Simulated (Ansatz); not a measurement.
# HNSi2: the cost of one run

The runs use Ansatz 0.2.0, Gaussian basis; cc-pVTZ, core rule «outside noble gas», up to 11 orbitals frozen.

Plan: UHF; CCSD(T) on RHF; CCSD(T) on UHF; BCCD(T) on RHF; CCSDT(Q) on RHF.

### Step 1. What is computed

The geometry is a PBE0/def2-TZVP stationary point (not a proven minimum).

4 atoms, charge 0, spin multiplicity 1.

Atoms are counted from 1 here; the program's logs count them from 0.

Bond lengths: N1–Si2 1.576 Å, Si2–Si3 2.341 Å, Si3–H4 1.524 Å. Angles: N1–Si2–Si3 170.0°, Si2–Si3–H4 86.2°.

### Step 2. UHF

in.yaml

```yaml
crystal:
  periodic: [false, false, false]
  atoms:
    - {symbol: N, position_ang: [0.000000, -0.058160, 2.214672]}
    - {symbol: Si, position_ang: [0.000000, 0.085636, 0.645153]}
    - {symbol: Si, position_ang: [0.000000, -0.107473, -1.688146]}
    - {symbol: H, position_ang: [0.000000, 1.416707, -1.713659]}
basis:
  gaussian: {orbitals: cc-pVTZ}
magnetization: {spin_polarized: true, initial_magnetization: 0}
hamiltonian: {xc: hf}
output: {orbitals: {seedname: orbitals}}
```

Command:

```bash
$ ansatz run in.yaml --threads 1 --pin off --events-out ev --progress --plain --max-ram 4096MiB --backend cpu
```

Q: Estimate wall time and peak memory on 1 thread of AMD EPYC 7R13, shared host.

About 26 s, with a peak of 0.31 GiB.
